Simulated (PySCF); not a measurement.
## Shieldings and the share of exact exchange

Molecule: SMILES CCCCCO, C$_{5}$H$_{12}$O.

Molfile (atoms numbered from 1):
```
C5H12O
     RDKit          3D

 18 17  0  0  0  0  0  0  0  0999 V2000
    2.7436    0.2034    0.4372 C   0  0  0  0  0  0  0  0  0  0  0  0
    1.4183    0.6394   -0.1670 C   0  0  0  0  0  0  0  0  0  0  0  0
    0.2535   -0.2633    0.2154 C   0  0  0  0  0  0  0  0  0  0  0  0
   -1.0754    0.1604   -0.3901 C   0  0  0  0  0  0  0  0  0  0  0  0
   -2.2392   -0.7333    0.0041 C   0  0  0  0  0  0  0  0  0  0  0  0
   -3.4454   -0.3752   -0.6139 O   0  0  0  0  0  0  0  0  0  0  0  0
    3.0141   -0.8150    0.1146 H   0  0  0  0  0  0  0  0  0  0  0  0
    2.6982    0.1976    1.5383 H   0  0  0  0  0  0  0  0  0  0  0  0
    3.5650    0.8742    0.1429 H   0  0  0  0  0  0  0  0  0  0  0  0
    1.1903    1.6744    0.1439 H   0  0  0  0  0  0  0  0  0  0  0  0
    1.5034    0.6711   -1.2676 H   0  0  0  0  0  0  0  0  0  0  0  0
    0.1643   -0.2944    1.3170 H   0  0  0  0  0  0  0  0  0  0  0  0
    0.4811   -1.3003   -0.0929 H   0  0  0  0  0  0  0  0  0  0  0  0
   -1.0087    0.1749   -1.4917 H   0  0  0  0  0  0  0  0  0  0  0  0
   -1.3030    1.2001   -0.0855 H   0  0  0  0  0  0  0  0  0  0  0  0
   -2.0293   -1.7708   -0.3055 H   0  0  0  0  0  0  0  0  0  0  0  0
   -2.3330   -0.7537    1.1104 H   0  0  0  0  0  0  0  0  0  0  0  0
   -3.6540    0.5274   -0.3519 H   0  0  0  0  0  0  0  0  0  0  0  0
  1  2  1  0
  2  3  1  0
  3  4  1  0
  4  5  1  0
  5  6  1  0
  1  7  1  0
  1  8  1  0
  1  9  1  0
  2 10  1  0
  2 11  1  0
  3 12  1  0
  3 13  1  0
  4 14  1  0
  4 15  1  0
  5 16  1  0
  5 17  1  0
  6 18  1  0
M  END
```

GIAO shieldings (ppm, equivalent atoms averaged) in PySCF 2.14.0 with density-fitted response routines on the PBE0-D3(BJ)/def2-SVP geometry, basis pcSseg-1, gas phase, non-relativistic:

```csv
functional,exact exchange (%),σ(C5),σ(O6)
BLYP,0,103.3,274.8
BP86,0,109.7,281.5
PBE,0,109.8,280.1
B3LYP,20,110.3,285.0
PBE0,25,117.8,291.3
mPW1PW91,25,117.0,290.7
HF,100,131.6,309.7
```

**Question.** Fit each shielding as a line in the percentage of exact exchange.

**Answer.** σ(C5) = 108.3 + 0.24 x (rms 2.9 ppm); σ(O6) = 280.1 + 0.31 x (rms 2.8 ppm). The functionals also differ in their semilocal parts, which the line can't hold; Hartree–Fock has no correlation at all.

**Question.** What does the line predict for BHandHLYP (50 %), and what does the run give?

**Answer.** σ(C5): 120.3 predicted, 118.8 computed; σ(O6): 295.6 predicted, 296.1 computed ppm.
